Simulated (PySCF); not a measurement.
# BP at PBE0

Computed with PBE0; B x2c-SVPall, P x2c-SVPall; spin-free X2C with a Gaussian nucleus (PySCF 2.14).

| Property | Result |
| --- | --- |
| state | ¹Σ⁺ (singlet), closed shell, a second solution, started from another occupation |
| bond length | 0.1662 nm |
| harmonic wavenumber | 1117 cm⁻¹ |
| force constant | 5.97 mdyn/Å |
| rotational constant Be | 0.7511 cm⁻¹ |
| anharmonicity ωexe | 5.97 cm⁻¹ |
| vibration–rotation constant αe | 0.00540 cm⁻¹ |
| energy of the minimum from ground-state B + P | -2.80 eV |
| HOMO–LUMO gap | 1.92 eV |
| bond order (Mayer) | 3.07 |
| dipole moment (positive dipole means B(−)P(+)) | -1.17 D |
